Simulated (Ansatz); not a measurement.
The input, for Ansatz 0.2.0:

```yaml
crystal:
  periodic: [false, false, false]
  atoms:
    - {symbol: Ga, position_ang: [0.000000, 0.000000, 2.551123]}
    - {symbol: Be, position_ang: [0.000000, 0.000000, -0.595877]}
    - {symbol: H, position_ang: [0.000000, 0.000000, -1.955247]}
basis:
  gaussian: {orbitals: cc-pVDZ}
magnetization: {spin_polarized: true, initial_magnetization: 0}
correlation: {method: bccd, electrons: valence, diis_vectors: 12}
```

```sh
$ ansatz run in.yaml --threads 1 --pin off --events-out ev --progress --plain --max-ram 2393MiB
```

Log:

```
498 factors; integrals over basis functions are off by at most 8.5e-4 eV
mean field evaluation 1: about -52744.4082 eV, gradient 6.8e0 eV
mean field evaluation 2: about -52744.4536 eV, gradient 6.9e0 eV
mean field evaluation 4: about -52745.5470 eV, gradient 7.4e-1 eV
mean field evaluation 8: about -52745.5577 eV, gradient 1.3e-1 eV
mean field evaluation 16: about -52745.5663 eV, gradient 1.8e-1 eV
mean field evaluation 32: about -52745.5582 eV, gradient 5.7e-3 eV
mean field evaluation 64: about -52745.3892 eV, gradient 2.3e0 eV
mean field evaluation 96: about -52745.5621 eV, gradient 1.1e-1 eV
mean field evaluation 128: about -52743.8759 eV, gradient 6.3e0 eV
mean field evaluation 160: about -52745.0540 eV, gradient 5.9e-1 eV
...
cycle   2  -3.44995952 eV  change    1.4e-2 eV  update   9.5e-3
cycle   3  -3.44365314 eV  change    6.3e-3 eV  update   7.0e-3
cycle   4  -3.44419987 eV  change   -5.5e-4 eV  update   5.2e-3
cycle   5  -3.44596305 eV  change   -1.8e-3 eV  update   3.3e-3
cycle   6  -3.44582550 eV  change    1.4e-4 eV  update   1.7e-3
cycle   7  -3.44584722 eV  change   -2.2e-5 eV  update   5.7e-4
cycle   8  -3.44596404 eV  change   -1.2e-4 eV  update   2.2e-4
cycle   9  -3.44598697 eV  change   -2.3e-5 eV  update   9.7e-5
cycle  10  -3.44594994 eV  change    3.7e-5 eV  update   4.1e-5
cycle  11  -3.44594520 eV  change    4.7e-6 eV  update   1.8e-5
Total energy: -52749.01328333 eV, -1938.4904835969 hartree
```

Ran on 1 thread of Arm Neoverse V1, shared host: 9 s wall, 0.14 GiB peak host memory.
